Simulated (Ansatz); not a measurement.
# CH₆AlF: a barrier at many levels of theory, part 2 of 2

Ansatz 0.2.0, Gaussian basis. The steps go on from the part before.

## Step 5: Vibrations of the start structure

The input, vib-r/in.yaml:

```yaml
crystal:
  periodic: [false, false, false]
  atoms:
    - {symbol: Al, position_ang: [-0.471569, -0.916582, 0.180740]}
    - {symbol: C, position_ang: [-0.357854, 1.045785, -0.006254]}
    - {symbol: H, position_ang: [-1.041307, -1.766710, -1.036594]}
    - {symbol: H, position_ang: [-0.442067, -1.546064, 1.640929]}
    - {symbol: H, position_ang: [1.812752, -0.150029, -0.392259]}
    - {symbol: F, position_ang: [1.608958, -1.051019, -0.273632]}
    - {symbol: H, position_ang: [0.314810, 1.522345, 0.716548]}
    - {symbol: H, position_ang: [-1.345628, 1.482019, 0.182620]}
    - {symbol: H, position_ang: [-0.077995, 1.380254, -1.012099]}
basis:
  gaussian: {orbitals: def2-TZVP}
hamiltonian: {xc: pbe0, dispersion: d4}
phonons: {temperatures: {t_min: 298.15, t_max: 900, t_step: 200}}
```

Log, cut to the lines that bear on the results:

```text
Functional definition: PBE0
  name "PBE0"
  cite "Adamo & Barone, J. Chem. Phys. 110, 6158 (1999) doi:10.1063/1.478522"
  cite "Perdew, Burke & Ernzerhof, Phys. Rev. Lett. 77, 3865 (1996) doi:10.1103/PhysRevLett.77.3865"
  parent pbe
[...]
879 factors; their error is unknown
[...]
mean field -10443.20553738 eV, -383.7807248398 hartree, gradient 7.8e-6 eV, S^2 0.000000; 0 other end points of the search recorded, 0 dependent functions left out
[...]
reference -10443.20556987 eV, -383.7807260339 hartree; 17, 17 occupied and 118, 118 virtual orbitals, 879 factors
[... from here to the last solve, the lines of the solves are left out (53 solves) ...]
879 factors; their error is unknown
mean field -10443.20544904 eV, -383.7807215934 hartree, gradient 1.1e-6 eV, S^2 0.000000; 0 other end points of the search recorded, 0 dependent functions left out
[...]
Atom 1 at    -0.357854     1.045785    -0.006254 Å, force     0.001381    -0.002030    -0.000122 eV/Å
Atom 2 at    -1.041307    -1.766710    -1.036594 Å, force     0.000004     0.000033    -0.000066 eV/Å
Atom 3 at    -0.442067    -1.546064     1.640929 Å, force     0.000101     0.000137     0.000029 eV/Å
Atom 4 at     1.812752    -0.150029    -0.392259 Å, force    -0.000575    -0.000799     0.000118 eV/Å
Atom 5 at     1.608958    -1.051019    -0.273632 Å, force     0.000453     0.000587    -0.000220 eV/Å
Atom 6 at     0.314810     1.522345     0.716548 Å, force    -0.000267     0.000432     0.000333 eV/Å
Atom 7 at    -1.345628     1.482019     0.182620 Å, force    -0.000845     0.000512     0.000044 eV/Å
Atom 8 at    -0.077995     1.380254    -1.012099 Å, force    -0.000152     0.000179    -0.000039 eV/Å
Dipole moment:     0.443336     0.403209    -0.132029 e Å
Vibrations: 102.83 131.54 229.34 231.15 380.79 396.21 418.01 581.16 643.15 720.39 741.30 789.78 1223.55 1446.61 1451.47 1905.19 1907.81 3018.24 3093.61 3095.13 3978.47 cm⁻¹, zero-point energy 1.641906 eV
```

Run time: 3.8 min. Hardware: 2 threads, shared host; peak memory 0.26 GiB.

The modes, with what each moves most:

```csv
mode,wavenumber (cm⁻¹),character
1,103,torsion
2,132,bend
3,229,torsion
4,231,Al–F stretch
5,381,bend with torsion
6,396,bend
7,418,bend with torsion
8,581,Al–C stretch with bend
9,643,bend with Al–C stretch
10,720,torsion with bend
11,741,bend
12,790,bend
13,1224,bend
14,1447,bend
15,1451,bend
16,1905,Al–H stretch
17,1908,Al–H stretch
18,3018,C–H stretch
19,3094,C–H stretch
20,3095,C–H stretch
21,3978,F–H stretch
```

Vibrational sums (real modes only):

```csv
T (K),entropy (J/mol/K),heat capacity (J/mol/K)
298,61.4,69.1
498,103.5,95.0
698,138.5,112.1
898,168.3,124.7
```

## Step 6: Vibrations of the end structure

The input, vib-p/in.yaml:

```yaml
crystal:
  periodic: [false, false, false]
  atoms:
    - {symbol: Al, position_ang: [-0.109161, -1.497190, 0.218668]}
    - {symbol: C, position_ang: [0.045508, 1.245065, -0.185223]}
    - {symbol: H, position_ang: [-0.924568, -1.628308, -1.124442]}
    - {symbol: H, position_ang: [-0.740016, -1.439967, 1.663921]}
    - {symbol: H, position_ang: [0.942773, 0.627623, -0.300032]}
    - {symbol: F, position_ang: [1.531575, -1.715493, 0.129991]}
    - {symbol: H, position_ang: [0.358883, 2.189426, 0.258945]}
    - {symbol: H, position_ang: [-0.693884, 0.807578, 0.496581]}
    - {symbol: H, position_ang: [-0.411009, 1.411267, -1.158410]}
basis:
  gaussian: {orbitals: def2-TZVP}
hamiltonian: {xc: pbe0, dispersion: d4}
phonons: {temperatures: {t_min: 298.15, t_max: 900, t_step: 200}}
```

Log, cut to the lines that bear on the results:

```text
[... 5 set-up lines as earlier in the session ...]
[...]
879 factors; their error is unknown
[...]
mean field -10444.95442762 eV, -383.8449953706 hartree, gradient 2.3e-5 eV, S^2 0.000000; 0 other end points of the search recorded, 0 dependent functions left out
[...]
reference -10444.95446045 eV, -383.8449965770 hartree; 17, 17 occupied and 118, 118 virtual orbitals, 879 factors
[... from here to the last solve, the lines of the solves are left out (53 solves) ...]
879 factors; their error is unknown
mean field -10444.95433040 eV, -383.8449917979 hartree, gradient 1.2e-6 eV, S^2 0.000000; 0 other end points of the search recorded, 0 dependent functions left out
[...]
Atom 1 at     0.045508     1.245065    -0.185223 Å, force     0.001653    -0.001895    -0.003837 eV/Å
Atom 2 at    -0.924568    -1.628308    -1.124442 Å, force    -0.000011     0.000047    -0.000127 eV/Å
Atom 3 at    -0.740016    -1.439967     1.663921 Å, force    -0.000228     0.000426    -0.000072 eV/Å
Atom 4 at     0.942773     0.627623    -0.300032 Å, force    -0.003740     0.000816     0.001174 eV/Å
Atom 5 at     1.531575    -1.715493     0.129991 Å, force    -0.001760    -0.000152    -0.000073 eV/Å
Atom 6 at     0.358883     2.189426     0.258945 Å, force    -0.002259    -0.000821    -0.000584 eV/Å
Atom 7 at    -0.693884     0.807578     0.496581 Å, force     0.002561     0.000786    -0.000899 eV/Å
Atom 8 at    -0.411009     1.411267    -1.158410 Å, force     0.001489     0.000995     0.004108 eV/Å
Dipole moment:    -0.238999     0.363891    -0.029387 e Å
Vibrations: 74.89 114.35 120.34 135.11 269.02 339.74 549.99 649.06 757.88 828.54 1283.85 1341.80 1357.63 1548.89 1569.08 1955.38 1964.09 3005.41 3110.42 3144.23 3191.00 cm⁻¹, zero-point energy 1.693046 eV
```

It took 3.8 min on 2 threads, shared host; peak memory 0.26 GiB.

The modes, with what each moves most:

```csv
mode,wavenumber (cm⁻¹),character
1,75,"not assigned (largely outside the bonds, angles and torsions drawn)"
2,114,"not assigned (largely outside the bonds, angles and torsions drawn)"
3,120,"not assigned (largely outside the bonds, angles and torsions drawn)"
4,135,"not assigned (largely outside the bonds, angles and torsions drawn)"
5,269,"not assigned (largely outside the bonds, angles and torsions drawn)"
6,340,"not assigned (largely outside the bonds, angles and torsions drawn)"
7,550,bend
8,649,out-of-plane bend
9,758,bend
10,829,Al–F stretch
11,1284,bend
12,1342,bend
13,1358,bend
14,1549,bend
15,1569,bend
16,1955,Al–H stretch
17,1964,Al–H stretch
18,3005,C–H stretch
19,3110,C–H stretch
20,3144,C–H stretch
21,3191,C–H stretch
```

Vibrational sums (real modes only):

```csv
T (K),entropy (J/mol/K),heat capacity (J/mol/K)
298,73.0,62.9
498,111.1,86.8
698,143.5,105.8
898,172.0,120.4
```

## Step 7: All levels side by side

Levels not printed above were run the same way.

The basis limit takes Hartree-Fock with exponent 7.88 and MP2 correlation with exponent 2.97 from the triple- and quadruple-zeta runs, and adds the coupled-cluster step over MP2 from triple zeta. Where a quadruple-zeta run was CCSD(T), only its Hartree-Fock and MP2 parts are used.

Rows are in def2-TZVPP; times add the 3 runs of a level on a shared host, so small differences are noise.

The saddle's own vibrations were run with its search: 438i cm⁻¹, zero-point energy 1.608 eV.

The barrier:

Differences are taken before rounding.

```csv
method,rung,barrier (kJ/mol),from CCSD(T)/CBS (kJ/mol),time
SPW92,LDA,-16.8,-34.5,9.9 s
PBE-D4,GGA,-0.5,-18.3,15 s
BLYP-D4,GGA,7.2,-10.6,15 s
r2SCAN-D4,meta-GGA,3.7,-14.0,25 s
B97M-V,meta-GGA,18.4,+0.7,49 s
PBE0-D4,hybrid,7.7,-10.0,22 s
B3LYP-D4,hybrid,12.6,-5.1,21 s
r2SCAN0-D4,hybrid,10.0,-7.7,30 s
BHLYP-D4,hybrid,22.4,+4.7,18 s
CAM-B3LYP-D4,range-separated hybrid,12.1,-5.6,24 s
wB97X-V,range-separated hybrid,14.0,-3.7,52 s
wB97M-V,range-separated hybrid,14.4,-3.3,53 s
B2PLYP,double hybrid,14.9,-2.8,36 s
PBE-QIDH,double hybrid,13.5,-4.3,39 s
RPA on PBE,RPA,18.5,+0.8,38 s
Hartree-Fock,wavefunction,47.2,+29.5,
MP2,wavefunction,14.6,-3.1,
CCSD,wavefunction,23.3,+5.6,
CCSD(T),wavefunction,18.5,+0.8,4.8 min
CCSD(T)/CBS,,17.7,0,7.3 min
```

Among the levels timed on like hardware and quicker than the yardstick, those that no quicker one beats, quickest first: SPW92 (9.9 s, -34.5 kJ/mol); BLYP-D4 (15 s, -10.6 kJ/mol); BHLYP-D4 (18 s, +4.7 kJ/mol); B2PLYP (36 s, -2.8 kJ/mol); RPA on PBE (38 s, +0.8 kJ/mol); B97M-V (49 s, +0.7 kJ/mol).

For cost: B97M-V gets within 0.7 kJ/mol in 49 s, where CCSD(T)/CBS took 7.3 min; the quickest level in the cost chart, SPW92, takes 9.9 s and misses by 34.5 kJ/mol.

The step energy:

Differences are taken before rounding.

```csv
method,rung,step energy (kJ/mol),from CCSD(T)/CBS (kJ/mol)
SPW92,LDA,-154.3,+17.8
PBE-D4,GGA,-163.9,+8.1
BLYP-D4,GGA,-176.8,-4.7
r2SCAN-D4,meta-GGA,-170.8,+1.3
B97M-V,meta-GGA,-172.4,-0.4
PBE0-D4,hybrid,-164.4,+7.7
B3LYP-D4,hybrid,-176.4,-4.3
r2SCAN0-D4,hybrid,-169.9,+2.2
BHLYP-D4,hybrid,-178.6,-6.5
CAM-B3LYP-D4,range-separated hybrid,-175.8,-3.7
wB97X-V,range-separated hybrid,-170.9,+1.2
wB97M-V,range-separated hybrid,-168.5,+3.6
B2PLYP,double hybrid,-176.3,-4.2
PBE-QIDH,double hybrid,-167.7,+4.4
RPA on PBE,RPA,-168.4,+3.7
Hartree-Fock,wavefunction,-185.8,-13.7
MP2,wavefunction,-171.4,+0.7
CCSD,wavefunction,-171.7,+0.4
CCSD(T),wavefunction,-169.4,+2.7
CCSD(T)/CBS,,-172.1,0
```

## Step 8: Outcome

This closing draws on all 2 parts.

```
                          quantity          value
              barrier, CCSD(T)/CBS    17.7 kJ/mol
      reverse barrier, CCSD(T)/CBS   189.8 kJ/mol
          step energy, CCSD(T)/CBS  -172.1 kJ/mol
    barrier with zero-point energy    14.4 kJ/mol
step energy with zero-point energy  -167.2 kJ/mol
      imaginary mode at the saddle      438i cm⁻¹
             largest T1 diagnostic          0.011
```

**Reading.** B97M-V is the best functional here (+0.7 kJ/mol from CCSD(T)/CBS); SPW92 is the worst (-34.5 kJ/mol). Mean unsigned error by rung: LDA 34.5, GGA 14.4, meta-GGA 7.3, hybrid 6.9, range-separated hybrid 4.2, double hybrid 3.5 kJ/mol. PBE-D4 gives a barrier 18.3 kJ/mol too low, outside chemical accuracy (1 kcal/mol, 4.2 kJ/mol). The barrier rises with the share of exact exchange, from BLYP-D4 through B3LYP-D4 to BHLYP-D4 (-10.6, -5.1, +4.7 kJ/mol). Hartree-Fock, with no correlation, is off by +29.5 kJ/mol. Zero-point motion lowers the barrier by 3.3 kJ/mol.
